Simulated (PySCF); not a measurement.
**Frontier levels across methods**

Species: formyl fluoride, CHFO.
Bonds: O1–C2 (double), C2–F3. Hydrogens: H4 on C2.

Basis pcSseg-2 throughout (PySCF), one geometry. Isolated species at its PBE0-D3(BJ)/def2-SVP geometry, gas phase.

Problem. How do the orbital energies, the gap and the dipole change with the method?

Solution. 
| method | kind | HOMO (eV) | LUMO (eV) | gap (eV) | μ (D) | SCF cycles |
| --- | --- | --- | --- | --- | --- | --- |
| BLYP | GGA | -7.75 | -2.09 | 5.66 | 2.02 | 15 |
| OPBE | GGA | -7.76 | -2.00 | 5.76 | 1.96 | 15 |
| PBE | GGA | -7.82 | -2.16 | 5.66 | 2.00 | 15 |
| B97-D | GGA | -7.85 | -2.07 | 5.78 | 2.02 | 14 |
| BP86 | GGA | -7.92 | -2.24 | 5.68 | 2.01 | 15 |
| KT2 | GGA | -7.96 | -2.05 | 5.91 | 2.02 | 15 |
| KT3 | GGA | -7.99 | -2.07 | 5.92 | 2.00 | 15 |
| LDA | LDA | -8.01 | -2.46 | 5.55 | 2.05 | 15 |
| B3LYP | global hybrid | -9.30 | -1.30 | 8.00 | 2.14 | 14 |
| PBE0 | global hybrid | -9.54 | -0.95 | 8.59 | 2.14 | 13 |
| mPW1PW91 | global hybrid | -9.57 | -0.98 | 8.60 | 2.14 | 13 |
| HF | Hartree–Fock | -13.95 | 2.81 | 16.76 | 2.50 | 11 |

The HOMO spans 6.19 eV, from BLYP down to HF, and the gap runs from 5.55 eV (LDA) to 16.76 eV (HF). Over the methods BLYP (0 %), OPBE (0 %), PBE (0 %), B97-D (0 %), BP86 (0 %), KT2 (0 %), KT3 (0 %), LDA (0 %), B3LYP (20 %), PBE0 (25 %), mPW1PW91 (25 %), HF (100 %), a straight line through the gap against the share of exact exchange rises by 1.10 eV for each 10 % (correlation coefficient 0.999). The dipole ranges from 1.96 D (OPBE) to 2.50 D (HF). This basis has no diffuse functions.
